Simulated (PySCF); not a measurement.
# singlet CH+: levels of theory compared

We compute a comparison of 6 runs (SVWN5/cc-pVDZ, BCCD(T)/cc-pVDZ, CCSDT(Q)/cc-pVDZ, CCSDTQ/cc-pVDZ, NEVPT2(4,5)/cc-pVDZ, CISD/cc-pVDZ) of singlet CH+. The job is set up through a Python script.

Program for the calculation: PySCF 2.14.0.

12 further runs of the same task are left out: 2 that didn't finish, 10 set aside as unsound or not needed.

## Step 1: The system as given

CH+ has 2 atoms, charge +1, and is taken as a singlet. As SMILES of the parent species, `[CH]`. The shape is that of a GFN2-xTB optimisation. That shape belongs to the parent species and isn't relaxed for this state.

Bond lengths: C1–H2 1.114 Å.

## Step 2: The energy at SVWN5/cc-pVDZ (run 1)

run.py

```python
from pyscf import gto, dft

molecule = gto.M(
    atom='''
C      0.000000     0.000000     0.000000
H      0.000000     0.000000     2.105797
''',
    max_memory=1860,
    spin=0,
    unit='bohr',
    verbose=3,
    basis='cc-pvdz',
    charge=1,
)

calc0 = dft.RKS(molecule, xc='svwn')
calc0.grids.level = 5
calc0.conv_tol = 1e-10
calc0.kernel()
if not calc0.converged:
    calc0 = calc0.newton().run(calc0.mo_coeff, calc0.mo_occ)

e_final = calc0.e_tot
print('E(%s) = %.9f' % ('SVWN5', e_final))
```

On the command line:

```bash
OMP_NUM_THREADS=1 python run.py
```

Standard output:

```text
converged SCF energy = -37.6755153748335
E(SVWN5) = -37.675515375
```

Run time: 0.88 s. Hardware: 1 thread of Arm Neoverse V2, shared host; peak memory 0.13 GiB.

## Step 3: The energy at BCCD(T)/cc-pVDZ (run 2)

run.py

```python
from pyscf import gto, scf, cc
from pyscf.cc.bccd import bccd_kernel_

mol = gto.M(
    atom='''
C      0.000000     0.000000     0.000000
H      0.000000     0.000000     1.114340
''',
    verbose=3,
    max_memory=1860,
    basis='cc-pvdz',
    spin=0,
    charge=1,
)

mf = scf.RHF(mol)
mf.conv_tol = 1e-10
mf.kernel()
if not mf.converged:
    mf = mf.newton().run(mf.mo_coeff, mf.mo_occ)

mycc = cc.CCSD(mf, frozen=1).run()
mycc = bccd_kernel_(mycc, diis=True)
e_t = mycc.ccsd_t()
e_tot = mycc.e_tot + e_t
print(f'total energy: {e_tot:.8f} hartree')
```

On the command line:

```bash
OMP_NUM_THREADS=1 python run.py
```

Standard output:

```text
converged SCF energy = -37.9007631391343
E(CCSD) = -37.99990909784455  E_corr = -0.09914595871029432
BCCD loop starts.

******** <class 'pyscf.cc.ccsd.CCSD'> ********
CC2 = 0
CCSD nocc = 2, nmo = 18
frozen orbitals 1
max_cycle = 50
direct = 0
conv_tol = 1e-07
conv_tol_normt = 1e-05
diis_space = 6
diis_start_cycle = 0
diis_start_energy_diff = 1e+09
Init E_corr(CCSD) = -0.0991007678841442
cycle = 1  E_corr(CCSD) = -0.100420187005305  dE = -0.00131941912  norm(t1,t2) = 0.0170695
cycle = 2  E_corr(CCSD) = -0.100280492813359  dE = 0.000139694192  norm(t1,t2) = 0.00367212
cycle = 3  E_corr(CCSD) = -0.100133824509416  dE = 0.000146668304  norm(t1,t2) = 0.00157647
cycle = 4  E_corr(CCSD) = -0.100079412897839  dE = 5.44116116e-05  norm(t1,t2) = 0.000321467
cycle = 5  E_corr(CCSD) = -0.100060556635775  dE = 1.88562621e-05  norm(t1,t2) = 9.56231e-05
cycle = 6  E_corr(CCSD) = -0.100056329109659  dE = 4.22752612e-06  norm(t1,t2) = 2.59217e-05
cycle = 7  E_corr(CCSD) = -0.10005564207871  dE = 6.87030949e-07  norm(t1,t2) = 1.02233e-05
cycle = 8  E_corr(CCSD) = -0.100055925067215  dE = -2.82988505e-07  norm(t1,t2) = 4.63201e-06
cycle = 9  E_corr(CCSD) = -0.100056235591025  dE = -3.1052381e-07  norm(t1,t2) = 1.88702e-06
cycle = 10  E_corr(CCSD) = -0.100056274686187  dE = -3.90951624e-08  norm(t1,t2) = 3.12675e-07
CCSD converged
E(CCSD) = -37.99991991219846  E_corr = -0.1000562746861875
BCC iter:    0  E:     -37.999919912198  dE:   -1.081e-05  |t1|:    7.947e-04

******** <class 'pyscf.cc.ccsd.CCSD'> ********
CC2 = 0
CCSD nocc = 2, nmo = 18
frozen orbitals 1
max_cycle = 50
direct = 0
conv_tol = 1e-07
conv_tol_normt = 1e-05
diis_space = 6
diis_start_cycle = 0
diis_start_energy_diff = 1e+09
Init E_corr(CCSD) = -0.100037881211579
cycle = 1  E_corr(CCSD) = -0.100014875631053  dE = 2.30055805e-05  norm(t1,t2) = 0.000665388
cycle = 2  E_corr(CCSD) = -0.100016390192934  dE = -1.51456188e-06  norm(t1,t2) = 0.000119035
cycle = 3  E_corr(CCSD) = -0.100018413590926  dE = -2.02339799e-06  norm(t1,t2) = 4.11128e-05
cycle = 4  E_corr(CCSD) = -0.100019942945512  dE = -1.52935459e-06  norm(t1,t2) = 1.00715e-05
cycle = 5  E_corr(CCSD) = -0.100020649518269  dE = -7.06572757e-07  norm(t1,t2) = 3.76331e-06
cycle = 6  E_corr(CCSD) = -0.100020907831447  dE = -2.58313178e-07  norm(t1,t2) = 1.39965e-06
cycle = 7  E_corr(CCSD) = -0.100020945520453  dE = -3.76890067e-08  norm(t1,t2) = 5.37016e-07
CCSD converged
E(CCSD) = -37.9999212110976  E_corr = -0.1000209455204534
BCC iter:    1  E:     -37.999921211098  dE:   -1.299e-06  |t1|:    3.506e-05

******** <class 'pyscf.cc.ccsd.CCSD'> ********
CC2 = 0
CCSD nocc = 2, nmo = 18
frozen orbitals 1
max_cycle = 50
direct = 0
conv_tol = 1e-07
conv_tol_normt = 1e-05
diis_space = 6
diis_start_cycle = 0
diis_start_energy_diff = 1e+09
Init E_corr(CCSD) = -0.10002130667144
cycle = 1  E_corr(CCSD) = -0.100021907008637  dE = -6.00337198e-07  norm(t1,t2) = 3.00081e-05
cycle = 2  E_corr(CCSD) = -0.100021821284648  dE = 8.57239898e-08  norm(t1,t2) = 5.10624e-06
CCSD converged
E(CCSD) = -37.99992134901917  E_corr = -0.1000218212846476
BCC iter:    2  E:     -37.999921349019  dE:   -1.379e-07  |t1|:    2.660e-06
CCSD(T) correction = -0.00138516312037937
total energy: -38.00130651 hartree
```

It took 0.78 s on 1 thread of Arm Neoverse V2, shared host; peak memory 0.1 GiB.

Runs 3 to 5 aren't shown in full; the table further down has their settings and results.

## Step 4: A single-point energy at CISD/cc-pVDZ (run 6)

run.py

```python
from pyscf import gto, scf, ci

mol = gto.Mole()
mol.atom = '''
C    0.000000   0.000000   0.000000
H    0.000000   0.000000   1.114340
'''
mol.basis = 'cc-pvdz'
mol.charge = 1
mol.verbose = 4
mol.max_memory = 1860
mol.build()

myscf = scf.RHF(mol)
myscf.conv_tol = 1e-10
myscf.kernel()
if not myscf.converged:
    myscf = myscf.newton().run(myscf.mo_coeff, myscf.mo_occ)

cisd = ci.CISD(myscf, frozen=1)
cisd.kernel()
e_final = cisd.e_tot
print(f'total energy: {e_final:.8f} hartree')
```

On the command line:

```bash
OMP_NUM_THREADS=1 python run.py
```

Standard output:

```text
PySCF version 2.14.0

[INPUT] num. atoms = 2
[INPUT] num. electrons = 6
[INPUT] charge = 1
[INPUT] spin (= nelec alpha-beta = 2S) = 0
[INPUT] symmetry False subgroup None
[INPUT] Mole.unit = angstrom
[INPUT] Symbol           X                Y                Z      unit          X                Y                Z       unit  Magmom
[INPUT]  1 C      0.000000000000   0.000000000000   0.000000000000 AA    0.000000000000   0.000000000000   0.000000000000 Bohr   0.0
[INPUT]  2 H      0.000000000000   0.000000000000   1.114340000000 AA    0.000000000000   0.000000000000   2.105797409648 Bohr   0.0

nuclear repulsion = 2.84927694017984
number of shells = 8
number of NR pGTOs = 33
number of NR cGTOs = 19
basis = cc-pvdz
ecp = {}

******** <class 'pyscf.scf.hf.RHF'> ********
method = RHF
initial guess = minao
damping factor = 0
level_shift factor = 0
DIIS = <class 'pyscf.scf.diis.CDIIS'>
diis_start_cycle = 1
diis_space = 8
diis_damp = 0
SCF conv_tol = 1e-10
SCF conv_tol_grad = None
SCF max_cycles = 50
direct_scf = True
direct_scf_tol = 1e-13
Set gradient conv threshold to 1e-05
Initial guess from minao.
init E= -37.9252833325484
  HOMO = -0.262090256202876  LUMO = -0.0636369609587764  gap/eV = 5.40019
cycle= 1 E= -37.8119902849034  delta_E= 0.113  |g|= 0.455  |ddm|=  1.2
  HOMO = -0.947904025740826  LUMO = -0.446183210845252  gap/eV = 13.65252
cycle= 2 E= -37.8989615863177  delta_E= -0.087  |g|= 0.0633  |ddm|= 0.713
  HOMO = -0.876176995737581  LUMO = -0.333901610794912  gap/eV = 14.75606
cycle= 3 E= -37.9005790913022  delta_E= -0.00162  |g|= 0.017  |ddm|= 0.0946
  HOMO = -0.876158819499076  LUMO = -0.331261730997628  gap/eV = 14.82741
cycle= 4 E= -37.90075890993  delta_E= -0.00018  |g|= 0.00245  |ddm|= 0.0381
  HOMO = -0.876166040649581  LUMO = -0.331191710045835  gap/eV = 14.82951
cycle= 5 E= -37.9007631262543  delta_E= -4.22e-06  |g|= 0.000161  |ddm|= 0.00606
  HOMO = -0.876181156158715  LUMO = -0.331176073667579  gap/eV = 14.83034
cycle= 6 E= -37.9007631390514  delta_E= -1.28e-08  |g|= 1.5e-05  |ddm|= 0.000399
  HOMO = -0.876181657723165  LUMO = -0.331179050520359  gap/eV = 14.83028
cycle= 7 E= -37.9007631391333  delta_E= -8.2e-11  |g|= 1.44e-06  |ddm|= 3.51e-05
  HOMO = -0.876181401575197  LUMO = -0.331178694432497  gap/eV = 14.83028
Extra cycle  E= -37.9007631391343  delta_E= -9.09e-13  |g|= 4.18e-07  |ddm|= 2.26e-06
converged SCF energy = -37.9007631391343

******** <class 'pyscf.ci.cisd.RCISD'> ********
CISD nocc = 2, nmo = 18
frozen orbitals 1
max_cycle = 50
direct = 0
conv_tol = 1e-09
max_cycle = 50
max_space = 12
lindep = 0
nroots = 1
Init t2, MP2 energy = -0.0681208508612025
RCISD converged
E(RCISD) = -37.99733762076849  E_corr = -0.09657448163423554
total energy: -37.99733762 hartree
```

Wall time 0.58 s (1 thread of Arm Neoverse V2, shared host); peak memory 0.1 GiB.

## Step 5: Overview of the runs

| run | level | integration grid | frozen core orbitals | energy (Eh) | HOMO energy (eV) | LUMO energy (eV) | HOMO–LUMO gap (eV) | wall time |
| --- | --- | --- | --- | --- | --- | --- | --- | --- |
| 1 | SVWN5/cc-pVDZ | 5 | – | -37.675515 | -18.23 | -16.42 | 1.81 | 0.88 s |
| 2 | BCCD(T)/cc-pVDZ | – | 1 | -38.001307 | – | – | – | 0.78 s |
| 3 | CCSDT(Q)/cc-pVDZ | – | 1 | -38.001773 | -23.84 | -9.01 | 14.83 | 0.8 s |
| 4 | CCSDTQ/cc-pVDZ | – | 1 | -38.001807 | -23.84 | -9.01 | 14.83 | 22 s |
| 5 | NEVPT2(4,5)/cc-pVDZ | – | – | -37.991860 | -23.84 | -9.01 | 14.83 | 0.78 s |
| 6 | CISD/cc-pVDZ | – | 1 | -37.997338 | -23.84 | -9.01 | 14.83 | 0.58 s |

## Step 6: Outcome

| quantity | value |
| --- | --- |
| run 6: total energy | -37.99734 Eh |
| run 6: HOMO energy (Hartree–Fock orbitals) | -23.84 eV |
| run 6: LUMO energy (Hartree–Fock orbitals) | -9.01 eV |
| run 6: HOMO–LUMO gap (Hartree–Fock orbitals) | 14.83 eV |
| run 6: correlation energy (1 core orbital frozen) | -96.6 mEh |

All runs together took 26 s, the longest 22 s.
